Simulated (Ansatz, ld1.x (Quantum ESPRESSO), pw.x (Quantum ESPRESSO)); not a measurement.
Re (Z = 75) (bcc): variants of one TM potential in the solid

rhenium (Re), norm-conserving Troullier–Martins (Kleinman–Bylander form), made with ld1.x (Quantum ESPRESSO) 7.5 (PBEsol, scalar-relativistic). Core [Xe] 4f14, reference 5d5 6s2 6p0. Waves: 6p (bound, empty): rc 3.10 bohr; 5d (bound): rc 2.50 bohr; 6s (bound): rc 2.45 bohr. Local part: the s channel. Core correction: a·sin(br)/r model core inside 1.35 bohr.

Crystal test: bcc Re in pw.x 7.5, no spin, 15³ k-points, Fermi–Dirac smearing 0.01 Ry, cutoffs set for each file from its atomic test. The reference is all-electron LAPW (Ansatz 0.2.0) with the same functional, mesh and smearing; V0 and B0 come from Birch–Murnaghan fits to the pressures at five volumes. Errors are pseudo minus all-electron; Δ is the rms difference of the E(V) curves that follow from these fits, minima aligned, over ±6 % about the mean V0. Mesh and smearing are coarse, so the numbers serve the comparison and aren't converged zero-temperature values; the lattice is a test structure that the element need not adopt.

All-electron: a0 = 3.087 Å (V0 = 14.71 Å³/atom), B0 = 377.2 GPa.

Base: The largest radius (3.10 bohr) exceeds half the bond length (2.52 bohr), so the spheres overlap, which is one possible source of error among others. This is a poor potential for the solid.

1 further variants are left out: they gave no file fit for a test, a broken result, the same result as the base, or pressures whose basis-set error rivals the error shown.

```tsv
change	cutoffs (Ry)	pw.x	a0 (Å)	a0 error (%)	B0 error (%)	Δ (meV/atom)	mean pressure error (GPa)
base	50/200	converged	3.121	+1.11	-2.3	40.5	+13.39
all radii but the core radius scaled by about 0.88 (s 2.16, p 2.74, d 2.22 bohr)	50/200	converged	3.118	+1.01	-1.5	37.0	+12.23
core correction none	45/180	converged	3.131	+1.43	-5.2	51.6	+17.03
wave 6p (bound): rc 3.10 bohr becomes 6p (bound): rc 2.76 bohr	50/200	converged	3.124	+1.18	-2.0	43.3	+14.41
```

Problem. Give the row for: wave 6s (bound): rc 2.45 bohr becomes 6s (bound): rc 1.82 bohr.

Solution. pw.x: converged; mean pressure error (GPa): +4.56; a0 (Å): 3.099; a0 error (%): +0.39; B0 error (%): -1.2; Δ (meV/atom): 14.2.
